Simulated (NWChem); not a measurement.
System: Na2; SMILES [Na][Na]

Input file for NWChem:

```
start job
memory heap 200 mb stack 900 mb global 1100 mb
geometry units angstroms noautosym nocenter noautoz
  Na     0.000000     0.000000    -1.555145
  Na     0.000000     0.000000     1.555145
end
basis spherical
  Na library def2-svpd
end
dft
  xc b3lyp
  iterations 150
end
property
  response 1 0.0
end
task dft property
```

All runs use the structure optimised with PBE-D3(BJ)/def2-SVP.

Static field.

Predict the main results of this run. (B3LYP/def2-SVPD.) Quantities: basis functions; isotropic polarisability (bohr³); anisotropy (bohr³).


```
Item                              Result
--------------------------------  ------
number of basis functions             36
isotropic polarisability (bohr³)   233.9
anisotropy (bohr³)                 147.6
```
